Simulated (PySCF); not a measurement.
Isomers of C3H6OS. Computed with TDDFT CAM-B3LYP/def2-SVPD, vertical, gas phase, core orbitals frozen in the response (PySCF). Geometries: PBE0-D3(BJ)/def2-SVP; one conformer of each isolated species. Triplets are in the Tamm–Dancoff approximation.

A. `CC(=O)CS`
B. `CC(=S)CO`
C. `COC(C)=S`

Lowest singlet levels (six at most, fewer where fewer were computed) with oscillator strengths:

1. 2.95 eV (f 0.000); 5.25 eV (f 0.079); 5.91 eV (f 0.178); 6.23 eV (f 0.009); 6.55 eV (f 0.084); 7.03 eV (f 0.008); T1 2.53 eV
2. 3.17 eV (f 0.000); 5.43 eV (f 0.270); 6.04 eV (f 0.047); 6.73 eV (f 0.024); 6.73 eV (f 0.001); 6.81 eV (f 0.032); T1 2.80 eV
3. 4.31 eV (f 0.003); 5.40 eV (f 0.004); 5.96 eV (f 0.024); 6.70 eV (f 0.012); 7.08 eV (f 0.028); 7.40 eV (f 0.023); T1 3.76 eV

Problem. Match each spectrum to its molecule.

Solution. 1 = B, 2 = C, 3 = A.
- A: S1 at 4.31 eV, HOMO→LUMO (57%), HOMO-1→LUMO (34%); Löwdin shares by element: HOMO sulfur 52%, oxygen 18%, carbon 18% or more; LUMO carbon 39% or more, oxygen 27%, sulfur 20%; HOMO -8.51 and LUMO 0.14 eV.
- B: S1 at 2.95 eV, HOMO→LUMO (99%); S1 has the pattern of n→π* at C=S; HOMO -8.40 and LUMO -1.20 eV.
- C: S1 at 3.17 eV, HOMO→LUMO (99%); S1 has the pattern of n→π* at C=S; HOMO -7.67 and LUMO -0.26 eV; point group Cs, 1 of its 6 listed states under f = 0.0005.
